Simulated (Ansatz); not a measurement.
**Worked example: correlation energy of CH3, doublet**

Geometry: displaced at random from a stationary point.

```yaml
atoms:
  - { symbol: C, position_ang: [0.0006, -0.0005, 0.0060] }
  - { symbol: H, position_ang: [1.0797, -0.0026, -0.0055] }
  - { symbol: H, position_ang: [-0.5044, 0.9709, -0.0505] }
  - { symbol: H, position_ang: [-0.5828, -0.9624, -0.0149] }
```

Basis cc-pVTZ; Ansatz 0.2.0. Correlated methods freeze the noble-gas cores, which leaves 7 electrons in 71 orbitals. Prefix R: restricted or restricted open-shell reference; prefix U: unrestricted.

Full CI isn't at hand for all of this; UCCSDT(Q) serves as the reference, and is uncertain by the last step of the cluster series or more.

UCCSD has a T1 diagnostic of 0.009 and a largest doubles amplitude of 0.04.

Runs differ by some tens of microhartree through their thresholds and, for an open shell, their frozen cores, so steps under 0.03 kcal/mol mean nothing.

| level | total energy (hartree) |
| --- | --- |
| UHF | -39.575039 |
| UMP2 | -39.733531 |
| UCCSD | -39.754437 |
| UCCSD(T) | -39.759267 |
| UCCSDT | -39.759750 |
| UCCSDT(Q) | -39.759867 |

Task: What is the correlation energy at UCCSDT(Q), and what share of it do UMP2 and UCCSD recover?

Result: E(corr) = -39.759867 − (-39.575039) = -0.184828 hartree = -5.029 eV. UMP2: -0.158492 / -0.184828 = 85.75 %. UCCSD: -0.179398 / -0.184828 = 97.06 %.

Task: By how many kcal/mol does UCCSD(T) miss UCCSDT(Q) (1 hartree = 627.509 kcal/mol), and which steps make up the rest?

Result: -39.759267 − (-39.759867) = 0.000600 hartree = 0.38 kcal/mol. Steps: UCCSDT − UCCSD(T) = -0.30, UCCSDT(Q) − UCCSDT = -0.07 kcal/mol. That is within 1 kcal/mol of the reference in this basis, which itself misses far more of the correlation at the basis-set limit.
